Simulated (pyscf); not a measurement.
This saddle point was located with ωB97X-D3(BJ)/def2-SVP in PySCF.

```xyz
10

F     -0.9710    -0.0289     0.0424
Al    -1.1069     0.6089    -1.6228
F     -2.5014     1.4859    -1.8151
F     -0.6710    -0.5382    -2.7385
O      0.7273     0.1675     1.8520
Si     0.3463     1.2387     0.6481
H      0.0255    -0.4004     2.1892
H      0.1719     1.5247    -1.1163
H      1.7071     1.7242     0.3309
H     -0.6306     2.2887     1.0043
```
Charge 0, spin multiplicity 1.

Surface: singlet, charge 0. Lowest wavenumbers (cm⁻¹): 210i, 58, 132, 199, 201.

What reaction is this the transition state of?

F–Al(F)–F + HO–SiH₃ ⇌ HO–SiH₂–F + F–AlH–F, a four-centre exchange read from left to right: Al–F, H–Si broken and F–Si, Al–H formed. At ωB97M-D3(BJ)/def2-TZVP it lies -0.8 kJ/mol from the left side and -10.1 kJ/mol from the right (each side as separated species at their lowest minima found). On the reactant side the descent ends in an adduct with a Al–Si, Al–H contact, 68.6 kJ/mol under the separated species and 55.5 kJ/mol under the saddle at ωB97X-D3(BJ)/def2-TZVP. On the product side the descent ends in an adduct with a Al–F contact, 65.2 kJ/mol under the separated species and 41.4 kJ/mol under the saddle at ωB97X-D3(BJ)/def2-TZVP. At ωB97M-D3(BJ) the saddle lies under the separated reactants, which points to a path from their complex (located at ωB97X-D3(BJ) alone). At ωB97M-D3(BJ) the saddle lies under the separated products, which points to a path from their complex (located at ωB97X-D3(BJ) alone), and parting the products costs more than the saddle. What is counted as formed (Al–H) is already present as a longer contact in the reactant adduct; forming that adduct is a step of its own. What is counted as broken (Al–F) persists as a longer contact in the product adduct; parting that adduct is a step of its own. At ωB97X-D3(BJ)/def2-TZVP the barrier from the zero used here is -13.1 kJ/mol. One saddle was located; it need not be the lowest between these sides.
